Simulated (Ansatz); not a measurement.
The input, for Ansatz 0.2.0:

```yaml
crystal:
  periodic: [false, false, false]
  atoms:
    - {symbol: Ge, position_ang: [0.000000, 0.000000, 0.000000]}
    - {symbol: B, position_ang: [0.000000, 0.000000, 1.987464]}
basis:
  gaussian: {orbitals: cc-pVDZ}
total_charge: 1
correlation: {method: fic_mrcisd_q, electrons: outside_noble_gas, active_space: {window: {electrons: 6, orbitals: 8}, shells: [{species: B, l: s, shell: 2}, {species: B, l: p, shell: 2}, {species: Ge, l: s, shell: 4}, {species: Ge, l: p, shell: 4}]}}
```

```sh
$ ansatz run in.yaml --threads 1 --pin off --events-out ev --progress --plain --max-ram 2393MiB
```

Output:

```
773 factors; integrals over basis functions are off by at most 1.4e-7 eV
mean field evaluation 1: about -57130.6744 eV, gradient 5.3e0 eV
mean field evaluation 2: about -57130.7284 eV, gradient 5.3e0 eV
mean field evaluation 4: about -57130.9117 eV, gradient 1.2e0 eV
mean field evaluation 8: about -57130.9511 eV, gradient 5.6e-2 eV
mean field evaluation 16: about -57131.0077 eV, gradient 1.1e0 eV
mean field evaluation 32: about -57130.9511 eV, gradient 1.0e-2 eV
mean field evaluation 64: about -57130.9807 eV, gradient 1.2e0 eV
mean field evaluation 96: about -57130.5008 eV, gradient 9.0e0 eV
mean field evaluation 128: about -57130.9511 eV, gradient 1.5e-6 eV
mean field -57131.15638426 eV, -2099.5312722328 hartree, gradient 1.7e-6 eV, S^2 0.000000; 12 other end points of the search recorded, 0 dependent functions left out; unrestricted orbitals would lower it
reference -57131.15638426 eV, -2099.5312722328 hartree; 18, 18 occupied and 23, 23 virtual orbitals, 773 factors
state -57134.08763815 eV, -2099.6389938266 hartree
contracted CI cycle   1: correlation 0.00000000 eV, 0.0000000000 hartree, residual 7.93e0 eV
contracted CI cycle   2: correlation -1.55527725 eV, -0.0571553848 hartree, residual 1.65e0 eV
contracted CI cycle   3: correlation -1.60622982 eV, -0.0590278570 hartree, residual 3.01e-1 eV
contracted CI cycle   4: correlation -1.60789347 eV, -0.0590889951 hartree, residual 6.10e-2 eV
contracted CI cycle   5: correlation -1.60796060 eV, -0.0590914622 hartree, residual 1.51e-2 eV
contracted CI cycle   6: correlation -1.60796483 eV, -0.0590916175 hartree, residual 3.40e-3 eV
contracted CI cycle   7: correlation -1.60796504 eV, -0.0590916254 hartree, residual 7.38e-4 eV
contracted CI cycle   1: correlation 0.00000000 eV, 0.0000000000 hartree, residual 7.93e0 eV
contracted CI cycle   2: correlation -1.55527725 eV, -0.0571553848 hartree, residual 1.65e0 eV
contracted CI cycle   3: correlation -1.60622982 eV, -0.0590278570 hartree, residual 3.01e-1 eV
contracted CI cycle   4: correlation -1.60789347 eV, -0.0590889951 hartree, residual 6.10e-2 eV
contracted CI cycle   5: correlation -1.60796060 eV, -0.0590914622 hartree, residual 1.51e-2 eV
contracted CI cycle   6: correlation -1.60796483 eV, -0.0590916175 hartree, residual 3.40e-3 eV
contracted CI cycle   7: correlation -1.60796504 eV, -0.0590916254 hartree, residual 7.38e-4 eV
state -57134.08763815 eV, -2099.6389938266 hartree; corrected -57135.76658743 eV, -2099.7006940745 hartree
Total energy: -57135.76658743 eV, -2099.7006940745 hartree
Checks for a lower state left out: starts, orbital_swaps
```

Natural occupations: 1.9659 1.8197 0.9448 0.9448 0.1459 0.0817 0.0817 0.0154.

For the same geometry and basis full CI lies 21.2 meV higher.

Ran on 1 thread of AMD EPYC 7R43, shared host: 9 s wall, 0.21 GiB peak host memory.
